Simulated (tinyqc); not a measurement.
Worked calculation: RHF in the sto-3g basis, for H2O, spin multiplicity 1. One step of it, computed by the program tinyqc.

Task: Iteration 2: building the Fock matrix. J_ij = sum D_kl (ij|kl), K_ij = sum D_kl (ik|jl); F = H + J - 0.5 K; E = tr D H + tr D J / 2 - 0.25 tr D K + E_nn.

D after iteration 1, lower triangle:
```
            1O 1s      1O 2s    1O 2px     1O 2py    1O 2pz      2H 1s     3H 1s
1O 1s    2.105353
1O 2s   -0.440712   1.974709
1O 2px   0.000000   0.000000  2.000000
1O 2py   0.000000   0.000000  0.000000   0.704313
1O 2pz   0.106398  -0.635041  0.000000   0.000000  1.323450
2H 1s   -0.032263  -0.040994  0.000000   0.520637  0.470307   0.572777
3H 1s   -0.032263  -0.040994  0.000000  -0.520637  0.470307  -0.196946  0.572777
```

core Hamiltonian H = T + V (hartree), lower triangle:
```
             1O 1s      1O 2s     1O 2px     1O 2py     1O 2pz      2H 1s      3H 1s
1O 1s   -32.801724
1O 2s    -7.631932  -9.406760
1O 2px    0.000000   0.000000  -7.516188
1O 2py    0.000000   0.000000   0.000000  -7.720738
1O 2pz   -0.019478  -0.222690   0.000000   0.000000  -7.602540
2H 1s    -2.044708  -4.169847   0.000000  -2.319597  -1.579911  -5.341928
3H 1s    -2.044708  -4.169847   0.000000   2.319597  -1.579911  -1.743842  -5.341928
```

Two-electron integrals (ij|kl) in chemists' order, unique and non-zero (hartree):
```
(11|11) 4.785065    (21|11) 0.741380    (21|21) 0.136873    (22|11) 1.118947
(22|21) 0.256633    (22|22) 0.817206    (31|31) 0.024477    (32|31) 0.037809
(32|32) 0.180518    (33|11) 1.115814    (33|21) 0.256684    (33|22) 0.817023
(33|33) 0.880159    (41|41) 0.024477    (42|41) 0.037809    (42|42) 0.180518
(43|43) 0.047444    (44|11) 1.115814    (44|21) 0.256684    (44|22) 0.817023
(44|33) 0.785270    (44|44) 0.880159    (51|51) 0.024477    (52|51) 0.037809
(52|52) 0.180518    (53|53) 0.047444    (54|54) 0.047444    (55|11) 1.115814
(55|21) 0.256684    (55|22) 0.817023    (55|33) 0.785270    (55|44) 0.785270
(55|55) 0.880159    (61|11) 0.200761    (61|21) 0.036711    (61|22) 0.068255
(61|33) 0.068130    (61|41) 0.001399    (61|42) 0.002604    (61|44) 0.068400
(61|51) 0.000909    (61|52) 0.001692    (61|54) 0.000176    (61|55) 0.068244
(61|61) 0.009971    (62|11) 0.450878    (62|21) 0.104540    (62|22) 0.364216
(62|33) 0.358368    (62|41) 0.006498    (62|42) 0.048003    (62|44) 0.370470
(62|51) 0.004222    (62|52) 0.031189    (62|54) 0.007863    (62|55) 0.363477
(62|61) 0.028498    (62|62) 0.194921    (63|31) 0.011385    (63|32) 0.064624
(63|43) 0.010170    (63|53) 0.006608    (63|63) 0.029023    (64|11) 0.258423
(64|21) 0.060743    (64|22) 0.226121    (64|33) 0.215684    (64|41) 0.014734
(64|42) 0.093218    (64|44) 0.243567    (64|51) 0.002176    (64|52) 0.018578
(64|54) 0.011509    (64|55) 0.218868    (64|61) 0.017349    (64|62) 0.147019
(64|64) 0.138781    (65|11) 0.167906    (65|21) 0.039466    (65|22) 0.146918
(65|33) 0.140137    (65|41) 0.002176    (65|42) 0.018578    (65|44) 0.145038
(65|51) 0.012799    (65|52) 0.076695    (65|54) 0.013354    (65|55) 0.155421
(65|61) 0.011272    (65|62) 0.095523    (65|64) 0.071313    (65|65) 0.075358
(66|11) 0.564354    (66|21) 0.132963    (66|22) 0.527250    (66|33) 0.505781
(66|41) 0.011479    (66|42) 0.113541    (66|44) 0.550636    (66|51) 0.007458
(66|52) 0.073771    (66|54) 0.029144    (66|55) 0.524717    (66|61) 0.036637
(66|62) 0.342791    (66|64) 0.295736    (66|65) 0.192149    (66|66) 0.774606
(71|11) 0.200761    (71|21) 0.036711    (71|22) 0.068255    (71|33) 0.068130
(71|41) -0.001399   (71|42) -0.002604   (71|44) 0.068400    (71|51) 0.000909
(71|52) 0.001692    (71|54) -0.000176   (71|55) 0.068244    (71|61) 0.009803
(71|62) 0.027526    (71|64) 0.015216    (71|65) 0.010891    (71|66) 0.034856
(71|71) 0.009971    (72|11) 0.450878    (72|21) 0.104540    (72|22) 0.364216
(72|33) 0.358368    (72|41) -0.006498   (72|42) -0.048003   (72|44) 0.370470
(72|51) 0.004222    (72|52) 0.031189    (72|54) -0.007863   (72|55) 0.363477
(72|61) 0.027526    (72|62) 0.158704    (72|64) 0.082075    (72|65) 0.075534
(72|66) 0.230903    (72|71) 0.028498    (72|72) 0.194921    (73|31) 0.011385
(73|32) 0.064624    (73|43) -0.010170   (73|53) 0.006608    (73|63) 0.022859
(73|73) 0.029023    (74|11) -0.258423   (74|21) -0.060743   (74|22) -0.226121
(74|33) -0.215684   (74|41) 0.014734    (74|42) 0.093218    (74|44) -0.243567
(74|51) -0.002176   (74|52) -0.018578   (74|54) 0.011509    (74|55) -0.218868
(74|61) -0.015216   (74|62) -0.082075   (74|64) -0.019964   (74|65) -0.038111
(74|66) -0.104016   (74|71) -0.017349   (74|72) -0.147019   (74|74) 0.138781
(75|11) 0.167906    (75|21) 0.039466    (75|22) 0.146918    (75|33) 0.140137
(75|41) -0.002176   (75|42) -0.018578   (75|44) 0.145038    (75|51) 0.012799
(75|52) 0.076695    (75|54) -0.013354   (75|55) 0.155421    (75|61) 0.010891
(75|62) 0.075534    (75|64) 0.038111    (75|65) 0.058257    (75|66) 0.120747
(75|71) 0.011272    (75|72) 0.095523    (75|74) -0.071313   (75|75) 0.075358
(76|11) 0.176291    (76|21) 0.041163    (76|22) 0.153193    (76|33) 0.150124
(76|44) 0.153495    (76|51) 0.002728    (76|52) 0.023051    (76|55) 0.155803
(76|61) 0.011079    (76|62) 0.079089    (76|64) 0.051308    (76|65) 0.043576
(76|66) 0.138633    (76|71) 0.011079    (76|72) 0.079089    (76|74) -0.051308
(76|75) 0.043576    (76|76) 0.037891    (77|11) 0.564354    (77|21) 0.132963
(77|22) 0.527250    (77|33) 0.505781    (77|41) -0.011479   (77|42) -0.113541
(77|44) 0.550636    (77|51) 0.007458    (77|52) 0.073771    (77|54) -0.029144
(77|55) 0.524717    (77|61) 0.034856    (77|62) 0.230903    (77|64) 0.104016
(77|65) 0.120747    (77|66) 0.346635    (77|71) 0.036637    (77|72) 0.342791
(77|74) -0.295736   (77|75) 0.192149    (77|76) 0.138633    (77|77) 0.774606
```

nuclear repulsion = 9.84548127 hartree

Give: Coulomb J; exchange K; Fock matrix F; total energy of this density.

Result:

Coulomb J (hartree), lower triangle:
```
          1O 1s   1O 2s  1O 2px   1O 2py  1O 2pz   2H 1s   3H 1s
1O 1s   17.4559
1O 2s    3.2958  8.2565
1O 2px   0.0000  0.0000  8.2545
1O 2py   0.0000  0.0000  0.0000   8.2469
1O 2pz  -0.0075  0.0318  0.0000   0.0000  8.2443
2H 1s    0.8834  3.6606  0.0000   2.2626  1.4885  5.3604
3H 1s    0.8834  3.6606  0.0000  -2.2626  1.4885  1.5416  5.3604
```

exchange K (hartree), lower triangle:
```
         1O 1s    1O 2s  1O 2px   1O 2py  1O 2pz   2H 1s   3H 1s
1O 1s   9.7699
1O 2s   1.6577   2.6490
1O 2px  0.0000   0.0000  2.2770
1O 2py  0.0000   0.0000  0.0000   1.8308
1O 2pz  0.0073  -0.0983  0.0000   0.0000  2.0372
2H 1s   0.4611   1.2577  0.0000   0.7481  0.5230  1.3667
3H 1s   0.4611   1.2577  0.0000  -0.7481  0.5230  0.4793  1.3667
```

Fock matrix F (hartree), lower triangle:
```
           1O 1s    1O 2s   1O 2px   1O 2py   1O 2pz    2H 1s    3H 1s
1O 1s   -20.2308
1O 2s    -5.1649  -2.4748
1O 2px    0.0000   0.0000  -0.4002
1O 2py    0.0000   0.0000   0.0000  -0.3893
1O 2pz   -0.0307  -0.1417   0.0000   0.0000  -0.3768
2H 1s    -1.3919  -1.1381   0.0000  -0.4311  -0.3529  -0.6649
3H 1s    -1.3919  -1.1381   0.0000   0.4311  -0.3529  -0.4419  -0.6649
```

total energy of this density = -74.934037 hartree
